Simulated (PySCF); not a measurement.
## BH: frontier orbitals

PBE0 at R = 1.260 Å; basis B cc-pVDZ, H cc-pVDZ; no relativity; PySCF 2.14. State: ³Π (triplet), unpaired electrons σ ↑, π ↑, a second solution, started from another occupation. Only the outer orbitals are listed, counted within each symmetry.

```tsv
spin	orbital	occ.	ε (eV)	on B (%)	main shells (%)
α	2σ	1	-13.69	69	65 B s, 31 H s
α	3σ	1	-8.47	80	54 B p, 26 B s, 20 H s
α	1π	1	-5.48	99	100 B p
α	1π	0	-2.62	99	99 B p
α	4σ	0	3.24	33	67 H s, 31 B p
α	5σ	0	7.14	101	100 B p
β	2σ	1	-12.06	59	46 B s, 40 H s, 13 B p
β	3σ	0	-2.72	88	52 B s, 35 B p, 12 H s
β	1π	0	-1.26	99	99 B p
β	1π	0	-0.21	99	99 B p
```

Which are the highest filled and the lowest empty level, where do they sit, and how wide is the gap?

Highest filled α 1π at -5.48 eV (in %: 100 B p); lowest empty β 3σ at -2.72 eV (in %: 52 B s, 35 B p, 12 H s); the gap at PBE0 is 2.76 eV.

| Quantity | Value |
| --- | --- |
| bond order (Mayer) | 0.96 |
| ⟨S²⟩ | 2.001 |
| charge on B (Mulliken, basis-dependent) | -0.07 |
| charge on B (Löwdin, basis-dependent) | -0.03 |
| dipole moment (positive dipole means B(−)H(+)) | 0.23 D |

Shares are Mulliken populations and can fall outside 0 to 100 %.
